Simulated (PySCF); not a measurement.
A PySCF script (with the pyscf-properties extension) for the NMR shieldings of SMILES NS, H3NS, on a PBE0-D3(BJ)/def2-TZVP geometry:

```python
import basis_set_exchange as bse
import numpy as np
from pyscf import gto, dft
from pyscf.prop import nmr

atoms = """
N    -0.528564    0.139772    0.158060
S     0.932340   -0.452176   -0.488654
H    -1.055614   -0.602386    0.595696
H    -1.085311    0.585896   -0.556922
H     1.770655    0.295346    0.254207
"""
names = dict.fromkeys(["N", "S", "H"], "pcSseg-2")
basis = {el: gto.basis.parse(bse.get_basis(n, elements=[el], fmt="nwchem")) for el, n in names.items()}
mol = gto.M(atom=atoms, basis=basis, charge=0, verbose=0)
mf = dft.RKS(mol, xc="HYB_GGA_XC_WB97X_D")
mf.grids.level = 2
mf.grids.alignment = dft.numint.BLKSIZE   # the property module wants whole blocks of grid points
mf.conv_tol = 1e-9
mf.kernel()

calc = nmr.RKS(mf)   # GIAO
C = mf.mo_coeff
Co = C[:, mf.mo_occ > 0]
resp = mf.gen_response(singlet=True, hermi=2)
def vind(x):   # induced exchange potential for any number of trial vectors
    d = np.einsum("pi,xij,qj->xpq", C, 2 * x.reshape(-1, C.shape[1], Co.shape[1]), Co, optimize=True)
    return np.einsum("xpq,pi,qj->xij", resp(d - d.transpose(0, 2, 1)), C, Co, optimize=True).ravel()
mo1, _ = nmr.rhf.solve_mo1(calc, with_cphf=vind)
sigma = calc.kernel(mo1)
for i, s in enumerate(sigma):   # ppm
    w = np.linalg.eigvalsh((s + s.T) / 2)
    print("%2d %-2s iso %8.1f  s11 %8.1f  s22 %8.1f  s33 %8.1f" % (i, mol.atom_pure_symbol(i), w.mean(), *w))
```

Question: What does it print?

Answer: 
```
 0 N  iso    269.2  s11    232.6  s22    272.7  s33    302.2
 1 S  iso    404.5  s11    197.5  s22    216.9  s33    799.1
 2 H  iso     30.4  s11     20.9  s22     28.3  s33     42.1
 3 H  iso     30.4  s11     20.9  s22     28.3  s33     42.1
 4 H  iso     26.7  s11     20.2  s22     25.3  s33     34.6
```

These numbers come from an equivalent density-fitted implementation of the same equations, which agrees with the script to about 0.01 ppm for H and up to a few tenths of a ppm for heavy atoms, so last digits may differ.

Question: Turn these shieldings into chemical shifts. Scale: NH3 for 15N (σref 262.16); CS2 for 33S (σref 510.68); 1H (σref 31.63) vs TMS (reference shieldings calculated alike).

Answer: Averaging equivalent atoms: N 0: -7.0; S 1: 106; H 4: 4.96; H 2/3: 1.21 ppm. Experimental scales use liquid or dissolved standards, which lie at an offset from isolated NH3 (liquid NH3: subtract about 20 ppm).

Size and cost of the density-fitted run: 121 basis functions, 2.7 s wall time on 1 thread of an Intel Xeon 6975P-C, shared host; peak memory 0.43 GiB.
